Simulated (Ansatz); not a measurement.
# BCN (quintet): wave-function methods side by side, def2-TZVPP

The task here is to estimate one member of a computed series from the others.

The runs use Ansatz 0.2.0, Gaussian basis; def2-TZVPP, core rule «outside noble gas», up to 3 orbitals frozen.

Plan: UHF; ROHF; CCSD(T) on UHF.

2 further runs of the same task are left out: 2 set aside as unsound or not needed.

### The geometry

The geometry is a PBE0/def2-TZVP stationary point (not a proven minimum) of the parent state, kept for this charge and spin.

3 atoms, charge 0, spin multiplicity 5.

Atoms are counted from 1 here; the program's logs count them from 0.

Bond lengths: B1–C2 1.451 Å, C2–N3 1.169 Å. Angles: B1–C2–N3 180.0°.

The first run:

The input, in.yaml:

```yaml
crystal:
  periodic: [false, false, false]
  atoms:
    - {symbol: B, position_ang: [0.000000, 0.000000, 1.356800]}
    - {symbol: C, position_ang: [0.000000, 0.000000, -0.094000]}
    - {symbol: N, position_ang: [0.000000, 0.000000, -1.262800]}
basis:
  gaussian: {orbitals: def2-TZVPP}
magnetization: {spin_polarized: true, initial_magnetization: 4}
hamiltonian: {xc: hf}
output: {orbitals: {seedname: orbitals}}
```

Started as:

```bash
$ ansatz run in.yaml --threads 1 --pin off --events-out ev --progress --plain --max-ram 4096MiB --backend cpu
```

Among the steps run: UHF; ROHF; CCSD(T) on UHF.

One table of the session follows, with a row left open; its other results are not shown here.

```
  method  from UCCSD(T) (meV)
    ROHF                    ?
     UHF              +9481.6
    UMP2              +1229.7
   UCCSD               +406.9
UCCSD(T)                    0
```

Estimate the missing values for ROHF.

**Answer.** from UCCSD(T) (meV): +9787.3. In the column «from UCCSD(T) (meV)» it is the highest.
